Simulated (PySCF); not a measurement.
# One molecule, many functionals

Species: 2-butanone, C₄H₈O.
Atom-mapped SMILES: `[CH3:1][CH2:2][C:3]([CH3:4])=[O:5]` (hydrogens: H6, H7, H8 on C1; H9, H10 on C2; H11, H12, H13 on C4)

Cartesian coordinates in Å at the PBE0-D3(BJ)/def2-SVP level; atoms count from 1:
```
atom  x, y, z in Å
C1    -1.8214   -0.1245    0.8404
C2    -0.4456   -0.5546    0.3742
C3     0.4901    0.6064    0.1007
C4     1.8957    0.2521   -0.3218
O5     0.1288    1.7533    0.2127
H6    -2.4640   -0.9952    1.0360
H7    -1.7545    0.4719    1.7616
H8    -2.3113    0.5066    0.0854
H9    -0.5025   -1.1554   -0.5520
H10    0.0444   -1.2192    1.1082
H11    2.3902   -0.3510    0.4561
H12    1.8796   -0.3595   -1.2378
H13    2.4708    1.1691   -0.4995
```

Linear-response calculations in the def2-SVPD basis (PySCF; singlets by full response, triplets Tamm–Dancoff, core orbitals frozen in the response; HF means time-dependent Hartree–Fock). 'Strongest' is the level of largest summed f among the singlets computed (10 roots, of which the last may lack a degenerate partner); it can jump between rows when another state enters that window. S1 is the lowest singlet of each run and needn't be the same state throughout; f(S1) is that of one state. Isolated species at its PBE0-D3(BJ)/def2-SVP geometry (one conformer only).

```
functional                               kind  S1 (eV)  f(S1)  strongest (eV)  T1 (eV)  HOMO (eV)  gap (eV)  ionisation energy, ΔSCF (eV)
      PBE0  global hybrid, 25% exact exchange     4.50  0.000            8.86     3.89      -7.27      6.85                          9.50
 CAM-B3LYP             range-separated hybrid     4.54  0.000            8.72     3.96      -8.75      9.52                          9.66
   wB97X-D             range-separated hybrid     4.54  0.000            9.28     4.01      -9.20     10.65                          9.59
   LC-wPBE             range-separated hybrid     4.53  0.000            9.66     3.91     -10.04     12.06                          9.73
```

S1 runs from 4.50 eV (PBE0) to 4.54 eV (wB97X-D), a spread of 0.04 eV, while the orbital gap spreads over 5.2 eV. −ε(HOMO) comes closest to its own ΔSCF ionisation energy with LC-wPBE (+0.31 eV) and misses most with PBE0 (-2.22 eV).
